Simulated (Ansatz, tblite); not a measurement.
Removing an electron: [Al(OMe)H3]- (CH₆AlO⁻). Total charge -1; singlet. Geometry: r2SCAN-D4/def2-TZVPD. Ansatz, gas phase; energy differences of separate SCF runs; the oxidised species was run as a doublet alone.

```xyz
9

Al    0.2496   -0.6375    1.1900
O     0.1631    0.8311    0.1807
C    -0.2199    0.7626   -1.1475
H    -1.2077    0.2810   -1.2877
H     0.4957    0.1935   -1.7739
H    -0.2927    1.7736   -1.5860
H     0.7018   -0.1695    2.6895
H     1.3427   -1.6799    0.5322
H    -1.2327   -1.3550    1.2027
```

The xTB rows come from tblite. HOMO above LUMO, or a gap near zero within one spin, warns that the state may not be the lowest or that an electron is smeared out.

```
               level  −HOMO (eV)  vertical IE (eV)  −LUMO (eV)  HOMO–LUMO gap (eV)                                  remarks
            GFN1-xTB        5.63              8.80       -0.82                6.45                                        –
r2SCAN-D4/def2-TZVPD        1.02              3.82       -4.05                5.07  gap within one spin near zero (doublet)
```

(1) Estimate the rows for GFN2-xTB, PBE0-D4/def2-TZVPD.

Answers

(1) 
```csv
level,−HOMO (eV),vertical IE (eV),−LUMO (eV),HOMO–LUMO gap (eV)
GFN2-xTB,5.20,8.27,-1.89,7.09
PBE0-D4/def2-TZVPD,2.05,4.05,-3.81,5.86
```

Run but left out: PBE-D4/def2-TZVPD (neutral doublet: an occupied level 0.12 eV above an empty one).  Raw xTB energy differences between charge states are shifted by several eV; the methods need an empirical correction for them.
